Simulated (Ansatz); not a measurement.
This Ansatz (an electronic-structure program) input (PBE/cc-pV(T+d)Z) gives -499.24556 Eh with 97 basis functions. A basis named .json is the Basis Set Exchange file of that set (core-valence sets with the plain set on hydrogen).

Ansatz 0.2 input:
```yaml
crystal:
  periodic: [false, false, false]
  atoms:
    - {symbol: C, position_ang: [0.01909113, 0.15267994, -1.32752912]}
    - {symbol: Cl, position_ang: [-0.01118660, 0.00667210, 0.64763898]}
    - {symbol: H, position_ang: [0.90111306, -0.49482969, -1.50763755]}
    - {symbol: H, position_ang: [-0.82548774, -0.53467571, -1.53705043]}
basis:
  gaussian:
    orbitals: cc-pV_T+d_Z.json
    final_grid: {core_spheres: 26, valence_spheres: 22, degree: 59}
hamiltonian:
  xc: {name: PBE}
total_charge: -1
magnetization: {spin_polarized: false}
```

Change:
```diff
- final_grid: {core_spheres: 26, valence_spheres: 22, degree: 59}
+ final_grid: {core_spheres: 4, valence_spheres: 3, degree: 11}
```

Q: What does the run give now?

A: -499.24443 Eh (PBE/cc-pV(T+d)Z, 97 functions), a change of +1.13 mEh.
